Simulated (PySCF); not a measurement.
Molecule: `O=C=O`, CO$_{2}$.

Geometry:
```json
{"atom": "O1", "x (Å)": "-1.158", "y (Å)": "0.165", "z (Å)": "0.000"}
{"atom": "C2", "x (Å)": "0.000", "y (Å)": "0.103", "z (Å)": "0.000"}
{"atom": "O3", "x (Å)": "1.158", "y (Å)": "0.042", "z (Å)": "0.000"}
```

Geometry PBE0-D3(BJ)/def2-SVP throughout; GIAO in PySCF 2.14, gas phase, one conformer, non-relativistic; equivalent atoms averaged; basis pcSseg-2.

For orientation, KT2 gives these shifts δ (against H2O, TMS at the same level): O1/O3 107.2, C2 123.4 ppm.

A run gave: O1/O3 113.3, C2 131.1 ppm (shifts δ (against H2O, TMS at the same level)).

Task: Which functional was used in that run?
A. BLYP
B. LC-wPBE
C. KT3
D. OPBE
E. B3LYP

Result: E. C2 tells them apart best: B3LYP gives 131.1, KT3 gives 121.9, OPBE gives 124.6, BLYP gives 126.8, LC-wPBE gives 139.2 ppm.
